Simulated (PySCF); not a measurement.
From one molecule to another.

First species: C₈H₁₄.
SMILES: `C1CC[C@H]2CC[C@H]2C1`

Second species: Acetophenone, C8H8O.
SMILES: `CC(=O)c1ccccc1`

Levels: wB97X-D/def2-SVPD for HOMO energy, LUMO energy, HOMO–LUMO gap and static isotropic polarisability; TDDFT wB97X-D/def2-SVPD for lowest singlet excitation; TDA wB97X-D/def2-SVPD for lowest triplet excitation (Tamm–Dancoff); ΔSCF wB97X-D/def2-SVPD for vertical ionisation energy. Geometries: PBE0-D3(BJ)/def2-SVP. Each species is one conformer at its optimised geometry, gas phase, non-relativistic unless stated; the electronic structure was computed with PySCF and density fitting.

The conformers computed, where there is a choice (atom-mapped SMILES and torsion angles):
- `[CH3:1][C:2](=[O:3])[c:4]1[cH:5][cH:6][cH:7][cH:8][cH:9]1`: C1–C2–C4–C5 1°

The conformers of `C1CC[C@H]2CC[C@H]2C1` aren't listed.

```csv
property,column X,column Y
HOMO energy,-9.35 eV,-9.71 eV
LUMO energy,-0.01 eV,2.45 eV
HOMO–LUMO gap,9.34 eV,12.16 eV
lowest singlet excitation,3.99 eV,8.13 eV
lowest triplet excitation (Tamm–Dancoff),3.52 eV,7.97 eV
static isotropic polarisability,95.4 au,88.5 au
vertical ionisation energy,9.56 eV,9.81 eV
```

Problem. Which column belongs to which species?

Solution. Column X is the second species and column Y the first. The first has 22 atoms and 62 electrons, the second 17 and 64.

Problem. How does each property change from the first species to the second?

Solution. HOMO energy +0.36 eV; LUMO energy -2.46 eV; HOMO–LUMO gap -2.82 eV; lowest singlet excitation -4.14 eV; lowest triplet excitation (Tamm–Dancoff) -4.45 eV; static isotropic polarisability +6.9 au; vertical ionisation energy -0.25 eV.

On the first: The 10 singlets span 8.13 to 9.04 eV, and their oscillator strengths add up to 0.21. The principal polarisabilities are 80.0, 89.6 and 95.9 au; their mean is the isotropic value.

On the second: The polarisability is 14.14 Å³ as a volume (1 au = 0.148185 Å³), or 1.49 au for each of the 64 electrons. No computed singlet falls in the visible range (750 to 380 nm, 1.65 to 3.26 eV); S1 lies 0.73 eV above its blue end.
